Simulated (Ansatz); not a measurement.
Geometry optimisation, RKS PBE-D4/cc-pVDZ (Ansatz 0.2.0).

Input:

```yaml
crystal:
  periodic: [false, false, false]
  atoms:
    - { symbol: B, position_ang: [0.0, 0.0, 0.0] }
    - { symbol: H, position_ang: [0.0, 0.0, 1.54] }
    - { symbol: H, position_ang: [1.0305, 0.0, -0.595] }
    - { symbol: F, position_ang: [-1.1431, 0.0, -0.66] }
    - { symbol: O, position_ang: [0.0715, -1.6212, 0.5392] }
    - { symbol: H, position_ang: [-0.475, -2.2058, -0.077] }
    - { symbol: H, position_ang: [0.0379, -0.8605, 1.537] }
basis:
  gaussian: { orbitals: cc-pVDZ }
hamiltonian:
  xc: pbe
  dispersion: d4
relax:
  f_tol: 0.15
  max_steps: 25
  restrain:
    - { distance: [0, 4], at: 2.61, k: 30.0 }
    - { distance: [6, 1], at: 1.86, k: 30.0 }
    - { distance: [0, 1], at: 1.19, k: 30.0 }
    - { distance: [6, 4], at: 1.01, k: 30.0 }
output:
  orbitals: {}
```

Launched with:

```bash
$ ansatz run input.yaml --threads 1 --pin off --max-ram 2048MiB --backend cpu --events-out ev --progress --plain --runs-dir out
```

**Question.** Where does it end, and by what steps?

**Answer.** The run converged. The restraints hold the end off the free minimum. After 10 steps the energy has fallen by 2.013 eV (the restraints' own energy left out); H7 moved furthest, 0.64 Å. Parted: B1–O5 (1.71 → 2.60 Å). Joined: B1–H2 (1.54 → 1.20 Å).

```tsv
step	energy less start (eV)	largest force component (eV/Å)	accepted
0	0.0000	4.636	yes
1	-0.4551	2.972	yes
2	-1.0366	2.610	yes
3	-1.5453	2.425	yes
4	-1.8092	1.629	yes
5	-1.9541	1.027	yes
6	-1.9845	0.579	yes
7	-1.9960	0.841	yes
8	-1.9917	0.951	no
9	-2.0103	0.773	yes
10	-2.0126	0.754	yes
```

```xyz
7
Properties=species:S:1:pos:R:3
B 0.058 0.308 -0.024
H -0.063 0.361 1.173
H 1.103 0.454 -0.624
F -1.081 0.210 -0.742
O 0.200 -2.174 0.724
H -0.692 -2.357 0.361
H -0.003 -1.489 1.416
```

Time of the run: 14 s on 1 thread of Arm Neoverse V2 (shared host), peak memory 0.12 GiB.
